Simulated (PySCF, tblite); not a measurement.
# C5H9O radical: geometry, infrared bands and EPR parameters

What infrared bands and EPR parameters should C5H9O radical (`[O]CC1CCC1`) show?

Computed with tblite 0.8.0 and PySCF 2.14.0, with density-fitted response routines of our own, on a single molecule in the gas phase. Atoms are numbered from 0 throughout.

### 1 Starting geometry

15 atoms, charge 0, multiplicity 2; geometry from: force field or distance geometry start.

Bonds of the start (Å): O0–C1 1.41, C1–C2 1.48, C2–C3 1.53, C3–C4 1.54, C4–C5 1.52, C5–C2 1.53, C1–H6 1.11, C1–H7 1.14, C2–H8 1.10, C3–H9 1.11, C3–H10 1.10, C4–H11 1.09, C4–H12 1.09, C5–H13 1.09, C5–H14 1.13.

### 2 Relaxing the molecule with GFN2-xTB

What the job is given:

```
{"job": {"kind": "relax", "xc": "GFN2-xTB", "basis": "xTB"}, "charge": 0, "multiplicity": 2}
O      2.251000    -1.591700    -0.418300
C      1.752600    -0.304800    -0.136700
C      0.306100    -0.235500    -0.465100
C     -0.344300     1.124100    -0.203600
C     -1.614100     0.305800     0.095700
C     -0.652200    -0.761300     0.598800
H      2.370000     0.396400    -0.733300
H      1.967800    -0.098000     0.962600
H      0.065000    -0.665500    -1.444800
H     -0.027000     1.608900     0.740700
H     -0.422500     1.746600    -1.102200
H     -2.285500     0.750300     0.835500
H     -2.031800     0.003700    -0.870300
H     -0.998700    -1.788200     0.471600
H     -0.340900    -0.482900     1.647400
```

Command:

```console
$ OMP_NUM_THREADS=1 python probes_run.py task.json out
```

The driver reads the jobs from task.json and runs them one after another.

The program printed:

```text
step      E/eV     max force
  0    -523.14720    3.954
  1    -523.45509    1.261
  2    -523.55164    1.161
  3    -523.62705    0.766
  4    -523.67875    0.455
  5    -523.69847    0.335
  6    -523.71553    0.356
  7    -523.72545    0.267
  8    -523.73330    0.203
  9    -523.73886    0.170
 10    -523.74411    0.184
 11    -523.75085    0.226
 12    -523.76023    0.267
 13    -523.77067    0.245
 14    -523.77817    0.195
 15    -523.78295    0.181
 16    -523.78796    0.204
 17    -523.79416    0.251
 18    -523.80182    0.215
 19    -523.80947    0.199
 20    -523.81547    0.167
 21    -523.81982    0.155
 22    -523.82319    0.126
 23    -523.82598    0.131
 24    -523.82888    0.145
 25    -523.83242    0.187
 26    -523.83677    0.192
 27    -523.84144    0.156
 28    -523.84512    0.143
 29    -523.84760    0.116
 30    -523.84967    0.140
 31    -523.85143    0.116
 32    -523.85294    0.114
 33    -523.85413    0.069
 34    -523.85482    0.059
 35    -523.85520    0.044
 36    -523.85557    0.036
 37    -523.85582    0.034
 38    -523.85598    0.023
 39    -523.85606    0.022
 40    -523.85613    0.020
 41    -523.85620    0.018
 42    -523.85624    0.016
 43    -523.85627    0.015
 44    -523.85630    0.013
 45    -523.85633    0.013
 46    -523.85637    0.018
 47    -523.85641    0.015
 48    -523.85645    0.015
 49    -523.85648    0.016
 50    -523.85651    0.019
 51    -523.85655    0.017
 52    -523.85661    0.020
 53    -523.85666    0.019
 54    -523.85670    0.016
 55    -523.85673    0.014
 56    -523.85675    0.013
 57    -523.85677    0.012
 58    -523.85679    0.011
 59    -523.85682    0.010
```

It took 0.23 s on 1 thread of Arm Neoverse V2, shared host.

Along the way: (not every step is listed)

```
step  energy from step 0 (eV)  largest force (eV/Å)
   0                   0.0000                3.9543
   1                  -0.3079                1.2609
   2                  -0.4044                1.1605
   3                  -0.4799                0.7657
   4                  -0.5316                0.4551
   5                  -0.5513                0.3345
   6                  -0.5683                0.3559
   7                  -0.5783                0.2673
   8                  -0.5861                0.2032
  12                  -0.6130                0.2671
  16                  -0.6408                0.2044
  20                  -0.6683                0.1671
  24                  -0.6817                0.1455
  28                  -0.6979                0.1427
  32                  -0.7057                0.1142
  36                  -0.7084                0.0357
  40                  -0.7089                0.0202
  44                  -0.7091                0.0135
  48                  -0.7092                0.0146
  52                  -0.7094                0.0205
  54                  -0.7095                0.0158
  55                  -0.7095                0.0141
  56                  -0.7096                0.0133
  57                  -0.7096                0.0121
  58                  -0.7096                0.0114
  59                  -0.7096                0.0099
```

Close pairs (by a distance rule), those that changed most:

```csv
bond,before (Å),after (Å),change (Å)
O0–C1,1.408,1.306,-0.103
C1–C2,1.485,1.567,+0.082
C5–H14,1.129,1.088,-0.041
C1–H7,1.139,1.112,-0.027
C3–H9,1.108,1.089,-0.019
C4–C5,1.522,1.536,+0.014
C2–C5,1.525,1.535,+0.010
C3–H10,1.096,1.088,-0.008
```

The next job starts from the end point, and lists it.

### 3 Harmonic vibrations with GFN2-xTB

What the job is given:

```
{"job": {"kind": "ir", "xc": "GFN2-xTB", "basis": "xTB"}, "charge": 0, "multiplicity": 2}
O      2.346090    -1.491795    -0.106258
C      1.796477    -0.317607     0.050212
C      0.331752    -0.249957    -0.501726
C     -0.380961     1.101025    -0.401633
C     -1.567033     0.386347     0.267986
C     -0.710476    -0.877899     0.434829
H      2.312134     0.430239    -0.598155
H      1.821324     0.067149     1.092831
H      0.323688    -0.684170    -1.500885
H      0.118851     1.797677     0.269018
H     -0.584631     1.601998    -1.345599
H     -1.930676     0.836556     1.188571
H     -2.400304     0.236383    -0.414325
H     -1.138115    -1.817138     0.093360
H     -0.342533    -1.010817     1.449861
```

The program printed:

```text
mode    cm-1     km/mol
  1      83.7      3.78
  2     115.7      8.81
  3     217.5      6.85
  4     331.4     46.48
  5     381.6      1.79
  6     618.4     39.64
  7     747.4    215.67
  8     797.3     21.00
  9     819.2     41.44
 10     850.4      7.85
 11     935.1     89.26
 12     988.2      1.58
 13    1027.5      1.68
 14    1032.7     13.20
 15    1069.3     14.08
 16    1112.0     14.49
 17    1120.5      9.11
 18    1168.0     21.17
 19    1179.5      2.52
 20    1192.0     24.09
 21    1221.3      2.92
 22    1227.7      0.34
 23    1228.6      1.65
 24    1249.9      2.95
 25    1267.4     25.41
 26    1274.4     23.39
 27    1388.5      7.19
 28    1463.9      3.14
 29    1467.0      2.46
 30    1483.9      2.30
 31    2617.6     18.24
 32    2732.0     79.67
 33    2989.7      6.96
 34    3004.0      9.57
 35    3011.2      1.61
 36    3016.6     25.74
 37    3021.7     42.54
 38    3026.4     41.50
 39    3029.7     56.63
```

It took 0.29 s on 1 thread of Arm Neoverse V2, shared host.

The strongest bands and the atoms that carry them (share of the mass-weighted mode):

| cm⁻¹ | km/mol | atoms |
| --- | --- | --- |
| 331 | 46.5 | C1 22 %, O0 20 %, C2 14 %, C3 14 % |
| 747 | 215.7 | C2 21 %, C1 13 %, C3 13 % |
| 819 | 41.4 | H10 21 %, H9 15 %, H11 13 %, C3 11 % |
| 935 | 89.3 | C5 20 %, H13 16 %, H10 13 %, H6 13 % |
| 2732 | 79.7 | H7 90 % |
| 3022 | 42.5 | H11 60 %, H12 22 % |
| 3026 | 41.5 | H14 47 %, H13 29 %, H12 11 % |
| 3030 | 56.6 | H13 42 %, H12 38 % |

### 4 g tensor and hyperfine couplings: B3LYP/pcH-1

Same as in step 3 but for these lines:

```diff
@@ -1,2 +1,2 @@
-{"job": {"kind": "ir", "xc": "GFN2-xTB", "basis": "xTB"}, "charge": 0, "multiplicity": 2}
+{"job": {"kind": "epr", "basis": "pcH-1"}, "charge": 0, "multiplicity": 2}
 O      2.346090    -1.491795    -0.106258
```

With the program's defaults for keys left out, this is: UKS B3LYP, pcH-1 on C H O, non-relativistic, mean-field spin-orbit, GIAO.

The program printed:

```text
UKS, coarse grid
  cycle   1  E = -270.92015502  |g| = 5.82e-01
  cycle   2  E = -270.40206256  |g| = 1.26e+00
  cycle   3  E = -271.08078256  |g| = 1.10e-01
  cycle   4  E = -271.08265748  |g| = 1.18e-01
  cycle   5  E = -271.08885961  |g| = 3.10e-02
  cycle   6  E = -271.08932537  |g| = 1.07e-02
  cycle   7  E = -271.08938432  |g| = 3.42e-03
  cycle   8  E = -271.08939009  |g| = 6.20e-04
UKS, final grid
  cycle   1  E = -271.08935630  |g| = 6.39e-04
  cycle   2  E = -271.08935688  |g| = 8.19e-04
  cycle   3  E = -271.08935738  |g| = 2.98e-04
  cycle   4  E = -271.08935776  |g| = 2.69e-04
  cycle   5  E = -271.08935922  |g| = 2.53e-04
  cycle   6  E = -271.08936120  |g| = 1.61e-04
  cycle   7  E = -271.08936284  |g| = 6.64e-05
  cycle   8  E = -271.08936292  |g| = 3.15e-05
  cycle   9  E = -271.08936293  |g| = 1.74e-05
E = -271.08936293 Eh   <S^2> = 0.7542 (exact 0.7500)
g shifts (ppm)      1          2          3
  rmc          -276       -276       -276
  gc             -9         22         50
  oz_so          30       5803      52849
  total        -254       5549      52623
hyperfine (MHz)  atom isotope    a_iso     a_fc   dipolar eigenvalues
    0   17O     -47.08     -47.08   -245.78    122.17    123.62
    1   13C     -42.29     -42.29     -7.90      2.24      5.66
    2   13C      54.14      54.14    -11.90    -11.30     23.19
    3   13C      -2.33      -2.33     -1.82     -1.49      3.31
    4   13C       2.07       2.07     -0.73     -0.60      1.33
    5   13C      -2.95      -2.95     -1.95     -1.49      3.43
    6    1H     277.44     277.44     -7.92     -3.87     11.80
    7    1H      -2.50      -2.50     -5.89     -4.35     10.24
    8    1H      -7.37      -7.37     -6.80     -2.63      9.43
    9    1H       3.04       3.04     -2.11     -1.40      3.51
   10    1H       3.33       3.33     -1.81     -0.63      2.44
   11    1H       4.62       4.62     -0.90     -0.60      1.49
   12    1H       0.74       0.74     -0.90     -0.78      1.69
   13    1H       5.71       5.71     -2.51     -0.71      3.22
   14    1H       4.18       4.18     -2.89     -1.92      4.81
```

Wall time 52 s (1 thread of Arm Neoverse V2, shared host); peak memory 0.98 GiB.

Principal g values 2.00206, 2.00787, 2.05494; g(iso) = 2.02163, against 2.00232 for a free electron. They are not to be trusted: the run shows a large g shift, which the driver flags as unsure.

Hyperfine couplings; where a row names several nuclei, a(iso) is their mean (it holds for fast rotation or exchange) and the dipolar term the largest among them:

```
  nuclei  isotope  a(iso) (MHz)  a(iso) (G, at g = 2.0023)  largest dipolar term (MHz)
  H6, H7       1H         137.5                       49.1                        11.8
      C2      13C          54.1                       19.3                        23.2
      O0      17O         -47.1                      -16.8                      -245.8
      C1      13C         -42.3                      -15.1                        -7.9
      H8       1H          -7.4                       -2.6                         9.4
     H11       1H           4.6                        1.6                         1.5
H10, H13       1H           4.5                        1.6                         3.2
 H9, H14       1H           3.6                        1.3                         4.8
  C3, C5      13C          -2.6                       -0.9                         3.4
      C4      13C           2.1                        0.7                         1.3
     H12       1H           0.7                        0.3                         1.7
```

Mulliken spin populations:

O0 0.82; C1 -0.06; C2 0.10; C3 0.01; C4 0.00; C5 0.01; H6 0.13; H7 0.00; H8 -0.01; H9 0.00; H10 0.00; H11 0.00; H12 0.00; H13 0.00; H14 0.00

Orbitals, density, ELF and potential are computed afterwards from the orbital file.

ELF in a plane through or near 6 of the atoms.

Values, 10 rows by 14 columns:
```
0.00 0.00 0.00 0.00 0.00 0.00 0.00 0.00 0.00 0.00 0.00 0.00 0.00 0.00
0.00 0.00 0.00 0.00 0.00 0.00 0.00 0.01 0.02 0.00 0.00 0.00 0.00 0.00
0.00 0.00 0.00 0.04 0.10 0.00 0.03 0.14 0.40 0.13 0.00 0.00 0.00 0.00
0.00 0.00 0.16 0.98 1.00 0.12 0.15 0.56 0.67 0.24 0.02 0.00 0.00 0.00
0.00 0.00 0.02 0.71 0.98 0.51 0.58 0.78 0.76 0.64 0.40 0.09 0.01 0.00
0.00 0.01 0.36 0.63 0.74 0.82 0.58 0.75 0.75 0.22 0.83 0.32 0.02 0.00
0.00 0.02 0.67 0.88 0.74 0.07 0.34 0.18 0.51 0.40 0.17 0.05 0.00 0.00
0.00 0.00 0.13 0.41 0.27 0.00 0.09 0.52 0.75 0.16 0.00 0.00 0.00 0.00
0.00 0.00 0.00 0.00 0.00 0.00 0.02 0.09 0.21 0.04 0.00 0.00 0.00 0.00
0.00 0.00 0.00 0.00 0.00 0.00 0.00 0.00 0.00 0.00 0.00 0.00 0.00 0.00
```
The map spans 10.5 Å across and 9.0 Å up, centred on the molecule. Atoms in the plane (x, y in Å): O0 (-2.6, -0.9), C1 (-1.8, 0.0), C3 (0.6, 1.1), C4 (1.6, -0.1), C5 (0.5, -1.1), H6 (-2.2, 1.1).

log10 of the density (e/Å³) in the same plane.

Ten even steps from '0' (-4.0) to '9' (1.6):
```
0000000000000000000000000000
0000000000000000000000000000
0000000000001222221000000000
0000000111112333332110000000
0000012222223444443221000000
0000123443334556654321000000
0001234565445667765432210000
0002345676555679776543321000
0012345777666777776654331000
0012445778777777777765432100
0023567777777777777765432100
0124568887666777777665432000
0124568876556779766544321000
0023556665445677765433210000
0002344443334566654321000000
0000223332223445443210000000
0000001110112333332110000000
0000000000001222221000000000
0000000000000000000000000000
0000000000000000000000000000
```
The map spans 10.5 Å across and 9.0 Å up, centred on the molecule. Atoms in the plane (x, y in Å): O0 (-2.6, -0.9), C1 (-1.8, 0.0), C3 (0.6, 1.1), C4 (1.6, -0.1), C5 (0.5, -1.1), H6 (-2.2, 1.1).

On the surface of density 0.002 e/bohr³ the electrostatic potential runs, from the 1st to the 99th percentile, from -1.52 V near O0 to 0.95 V near H6.

The spin density lies nearest to O0 72 %; H6 11 %; C2 8 %.

### 5 What came out

| quantity | value |
| --- | --- |
| strongest single infrared mode (GFN2-xTB) | 747 cm⁻¹, 216 km/mol |
| zero-point energy (GFN2-xTB) | 79.4 kcal/mol |
| g(iso) (B3LYP) | 2.02163 |
| ⟨S²⟩ | 0.754 (exact 0.75) |
| largest a(iso) (averaged by class) | 1H on H6, H7, 137.5 MHz |
| surface potential, 1st and 99th percentile | -1.52 V and 0.95 V |
| property runs in this session | 1, of which 0 failed and 1 gave unsound results |

**Reading.** Over 59 steps the energy fell by 0.710 eV; of the close pairs, O0–C1 changed most, 1.408 to 1.306 Å. All 39 modes are real, so the xTB geometry is a minimum. The strongest single mode, at 747 cm⁻¹, has its largest shares on C2, C1 and C3 (the list is cut at 3 atoms). GFN2-xTB is a fitted tight-binding method: band positions and strengths are rough. Its intensities can rank the bands wrongly. O0 carries the largest spin population, 0.82 e. The isotropic g lies 19.3 ppt above the free-electron value. These values are not to be trusted: the run shows a large g shift, which the driver flags as unsure.
